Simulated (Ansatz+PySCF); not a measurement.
Values are calculated unless marked as measured or tabulated.
This PySCF input gave a total energy of -299.10122 hartree.

```python
from pyscf import gto, scf

mol = gto.M(atom="""
O 0.000000 0.000000 -1.307100
O 0.000000 0.000000 1.307100
O 30.000000 0.000000 -0.891210
O 30.000000 0.000000 0.891210
""", basis='6-31g', charge=0, spin=4)
mf = scf.UHF(mol)
mf.init_guess = 'minao'
mf.kernel()
while True:  # follow internal instabilities
    mo, _, stable, _ = mf.stability(return_status=True)
    if stable: break
    mf.kernel(mf.make_rdm1(mo, mf.mo_occ))
print(mf.converged, mf.e_tot, mf.spin_square()[0])
```

(1) Write an input for Ansatz with the same method and basis set.

## Answers

(1)

```yaml
crystal:
  periodic: [false, false, false]
  atoms:
    - { symbol: O, position_ang: [0.0, 0.0, -1.3071] }
    - { symbol: O, position_ang: [0.0, 0.0, 1.3071] }
    - { symbol: O, position_ang: [30.0, 0.0, -0.89121] }
    - { symbol: O, position_ang: [30.0, 0.0, 0.89121] }
basis:
  gaussian: { orbitals: "6-31G" }
magnetization:
  spin_polarized: true
  initial_magnetization: 4
hamiltonian:
  xc: hf
```

Ansatz (development build ahead of 0.2.0) gave -299.10122 hartree, 0.03 meV from the first. Caution: the unrestricted determinant is a mixture of spin states; the determinant breaks the point group.
